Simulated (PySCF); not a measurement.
A PySCF script (with the pyscf-properties extension) for the NMR shieldings of `[H]/N=C/COC=O`, C₃H₅NO₂, on a GFN2-xTB geometry:

```python
import basis_set_exchange as bse
import numpy as np
from pyscf import gto, dft
from pyscf.prop import nmr

atoms = """
N    -2.024961    0.378104    1.181323
C    -0.996413    0.480181    0.477098
C    -0.088653   -0.702290    0.309536
O     1.281061   -0.312714    0.212478
C     1.740087   -0.021267   -0.992887
O     1.130369   -0.059236   -2.019710
H    -2.613722    1.205841    1.230135
H    -0.672859    1.373895   -0.072732
H    -0.173848   -1.373737    1.164385
H    -0.377848   -1.228019   -0.610831
H     2.802212    0.261913   -0.904759
"""
names = dict.fromkeys(["N", "C", "O", "H"], "pcSseg-1")
basis = {el: gto.basis.parse(bse.get_basis(n, elements=[el], fmt="nwchem")) for el, n in names.items()}
mol = gto.M(atom=atoms, basis=basis, charge=0, verbose=0)
mf = dft.RKS(mol, xc="PBE0")
mf.grids.level = 2
mf.grids.alignment = dft.numint.BLKSIZE   # the property module wants whole blocks of grid points
mf.conv_tol = 1e-9
mf.kernel()

calc = nmr.RKS(mf)   # GIAO
C = mf.mo_coeff
Co = C[:, mf.mo_occ > 0]
resp = mf.gen_response(singlet=True, hermi=2)
def vind(x):   # induced exchange potential for any number of trial vectors
    d = np.einsum("pi,xij,qj->xpq", C, 2 * x.reshape(-1, C.shape[1], Co.shape[1]), Co, optimize=True)
    return np.einsum("xpq,pi,qj->xij", resp(d - d.transpose(0, 2, 1)), C, Co, optimize=True).ravel()
mo1, _ = nmr.rhf.solve_mo1(calc, with_cphf=vind)
sigma = calc.kernel(mo1)
for i, s in enumerate(sigma):   # ppm
    print("%2d %-2s %9.2f" % (i, mol.atom_pure_symbol(i), np.trace(s) / 3))
```

Q: Give the expected output.

A: 
```
 0 N     -94.46
 1 C      11.65
 2 C     116.90
 3 O     130.69
 4 C      20.76
 5 O    -107.42
 6 H      20.41
 7 H      23.46
 8 H      27.40
 9 H      25.77
10 H      23.46
```

These numbers come from an equivalent density-fitted implementation of the same equations, which agrees with the script to about 0.01 ppm for H and up to a few tenths of a ppm for heavy atoms, so last digits may differ.

Q: Turn these shieldings into chemical shifts. References, each an isolated molecule treated in the same way: ¹⁵N (σ = 267.73 ppm) vs NH3; ¹³C (σ = 186.93 ppm) and ¹H (σ = 31.72 ppm) against TMS; ¹⁷O (σ = 336.08 ppm) against H2O.

A: Averaging equivalent atoms: N 0: 362.2; C 1: 175.3; C 4: 166.2; C 2: 70.0; O 5: 443.5; O 3: 205.4; H 6: 11.31; H 10: 8.26; H 7: 8.26; H 8/9: 5.13 ppm. Unscaled 17O shifts of doubly bonded oxygen tend to come out too high, by tens of ppm or more. Experimental scales use liquid or dissolved standards, which lie at an offset from isolated NH3 (liquid NH3: subtract about 20 ppm) and H2O (liquid H2O: subtract about 36 ppm). Unscaled 15N shifts of sp2 nitrogen come out 20 to 40 ppm too high even then.

Size and cost of the density-fitted run: 127 basis functions, 8.3 s wall time on 1 thread of an Intel Xeon 6975P-C, shared host; peak memory 0.57 GiB.
